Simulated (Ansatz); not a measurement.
**C₃H₃F (SMILES FC1C=C1): functionals against CCSD(T) at one geometry**

The atoms stand at a structure displaced at random from a GFN2-xTB minimum. How far do the functionals agree with CCSD(T) there?

The runs use Ansatz 0.2.0, Gaussian basis; single points in def2-TZVPP.

Cores are frozen in the correlated methods. B3LYP uses VWN-RPA correlation.

## Step 1: The system as given

SMILES `FC1C=C1`, 7 atoms, charge 0, spin multiplicity 1.

Atoms are counted from 1 here; the program's logs count them from 0.

Bond lengths: F1–C2 1.381 Å, C2–C3 1.472 Å, C2–C4 1.504 Å, C2–H5 1.041 Å, C3–C4 1.259 Å, C3–H6 1.112 Å, C4–H7 1.041 Å. Angles: F1–C2–C3 117.8°, F1–C2–C4 112.8°, F1–C2–H5 110.9°, C3–C2–C4 50.1°, C3–C2–H5 127.3°, C4–C2–H5 124.7°, C2–C3–C4 66.3°, C2–C3–H6 135.7°, C4–C3–H6 156.8°, C2–C4–C3 63.7°, C2–C4–H7 144.5°, C3–C4–H7 151.5°.

As a file:

```
atom    x (Å)    y (Å)    z (Å)
  F1  -1.5084  -0.9606   0.0301
  C2  -0.5464  -0.1055  -0.4693
  C3   0.2377   0.6840   0.4937
  C4   0.8179  -0.3644   0.1071
  H5  -0.7342   0.1234  -1.4678
  H6   0.0447   1.5640   1.1450
  H7   1.6527  -0.9855   0.0633
```

## Step 2: CCSD(T)/def2-TZVPP

Contents of run/in.yaml:

```yaml
crystal:
  periodic: [false, false, false]
  atoms:
    - {symbol: F, position_ang: [-1.508400, -0.960600, 0.030100]}
    - {symbol: C, position_ang: [-0.546400, -0.105500, -0.469300]}
    - {symbol: C, position_ang: [0.237700, 0.684000, 0.493700]}
    - {symbol: C, position_ang: [0.817900, -0.364400, 0.107100]}
    - {symbol: H, position_ang: [-0.734200, 0.123400, -1.467800]}
    - {symbol: H, position_ang: [0.044700, 1.564000, 1.145000]}
    - {symbol: H, position_ang: [1.652700, -0.985500, 0.063300]}
basis:
  gaussian: {orbitals: def2-TZVPP}
correlation: {method: ccsd_t}
output: {forces: true}
```

The command line of these runs was not kept.

## Step 3: PBE0-D4/def2-TZVPP

run/in.yaml: that of step 2 with these lines changed.

```diff
@@ -12,3 +12,3 @@
   gaussian: {orbitals: def2-TZVPP}
-correlation: {method: ccsd_t}
-output: {forces: true}
+hamiltonian: {xc: pbe0, dispersion: d4}
+output: {forces: true, orbitals: {seedname: orbitals}}
```

## Step 4: wB97M-V/def2-TZVPP

run/in.yaml: that of step 3 with these lines changed.

```diff
@@ -12,3 +12,3 @@
   gaussian: {orbitals: def2-TZVPP}
-hamiltonian: {xc: pbe0, dispersion: d4}
-output: {forces: true, orbitals: {seedname: orbitals}}
+hamiltonian: {xc: {name: wB97M-V}}
+output: {forces: true}
```

## Step 5: r2SCAN-D4/def2-TZVPP

run/in.yaml: that of step 4 with these lines changed.

```diff
@@ -12,3 +12,3 @@
   gaussian: {orbitals: def2-TZVPP}
-hamiltonian: {xc: {name: wB97M-V}}
+hamiltonian: {xc: r2scan, dispersion: d4}
 output: {forces: true}
```

## Step 6: PBE-D4/def2-TZVPP

run/in.yaml: that of step 5 with these lines changed.

```diff
@@ -12,3 +12,3 @@
   gaussian: {orbitals: def2-TZVPP}
-hamiltonian: {xc: r2scan, dispersion: d4}
+hamiltonian: {xc: pbe, dispersion: d4}
 output: {forces: true}
```

## Step 7: LC-wPBE/def2-TZVPP

run/in.yaml: that of step 6 with these lines changed.

```diff
@@ -12,3 +12,3 @@
   gaussian: {orbitals: def2-TZVPP}
-hamiltonian: {xc: pbe, dispersion: d4}
+hamiltonian: {xc: {name: LC-wPBE}}
 output: {forces: true}
```

## Step 8: B3LYP-D4/def2-TZVPP

run/in.yaml: that of step 7 with these lines changed.

```diff
@@ -12,3 +12,3 @@
   gaussian: {orbitals: def2-TZVPP}
-hamiltonian: {xc: {name: LC-wPBE}}
+hamiltonian: {xc: {name: B3LYP}, dispersion: d4}
 output: {forces: true}
```

(Steps that only read results are left out.)

What does the calculation give? Wanted: energy less free atoms, CCSD(T)/def2-TZVPP; RMS force component; RMS force error; HOMO and LUMO, PBE0-D4; T1 diagnostic.

**Answer**, as computed:

| quantity | value |
| --- | --- |
| energy less free atoms, CCSD(T)/def2-TZVPP | -2802.4 kJ/mol |
| RMS force component | 1.357 to 1.538 eV/Å over the methods |
| RMS force error | PBE0-D4 0.360, wB97M-V 0.322, r2SCAN-D4 0.299, PBE-D4 0.238, LC-wPBE 0.504, B3LYP-D4 0.329 eV/Å |
| HOMO and LUMO, PBE0-D4 | -7.87 and -0.12 eV |
| T1 diagnostic | 0.011 |

Against CCSD(T) the functionals' energies less atoms differ by -211.3 to -86.2 kJ/mol, PBE-D4 by -211.3 kJ/mol. A larger basis would deepen the CCSD(T) value, while the functionals are nearly converged already, so the order here is not reliable. On forces the order runs from PBE-D4 to LC-wPBE. Frozen-core CCSD(T) forces in triple zeta carry basis errors of their own, and this is one geometry, so small gaps rank nothing.
